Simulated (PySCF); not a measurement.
**Na₂O: from structure and modes to constants**

These are results of PySCF, PBE0, basis O def2-TZVP, Na def2-TZVP (no relativity, density fitting), not measurements.

The singlet minimum has D∞h symmetry. Masses (u): O 15.99492, Na 22.98977.

```xyz
3
charge 0 multiplicity 1, angstrom
O     0.0000    0.0000    0.0000
Na    0.0000    0.0000    1.9724
Na    0.0000    0.0000   -1.9724
```

Harmonic wavenumbers (cm⁻¹): 37.0 (πu, ×2), 364.1 (σg+, ×1), 695.3 (σu+, ×1).

Find the principal moments of inertia and the rotational constants. What kind of rotor is it?

About the centre of mass I = 178.88 u Å². With B = 16.8576/I this gives 0.09424 cm⁻¹. The molecule is linear.

What is the harmonic zero-point energy?

Half the sum of all 4 wavenumbers, 1133/2 = 567 cm⁻¹, which is 6.8 kJ/mol (1 cm⁻¹ = 0.0119627 kJ/mol).

Give the standard entropy (298.15 K, 1 bar) by its translational, rotational, vibrational and spin parts, and Cp.

Sackur–Tetrode with M = 61.97 u gives 160.3; rotation with symmetry number 2 gives 66.5; vibration 51.2; spin R ln 1 = 0.0. The total is 278.1 J/(mol K), and Cp = 7/2 R + 26.6 = 55.7 J/(mol K).

Find the bond force constant k and the stretch–stretch coupling k′ of the valence force field.

For linear XMX, 4π²c²ω(σg)² = (k + k′)/mX and 4π²c²ω(σu)² = (k − k′)(1 + 2mX/mM)/mX. So k + k′ = 1.796 and k − k′ = 1.690 mdyn/Å, giving k = 1.743 and k′ = 0.053 mdyn/Å.

This need not be the most stable arrangement of these atoms.
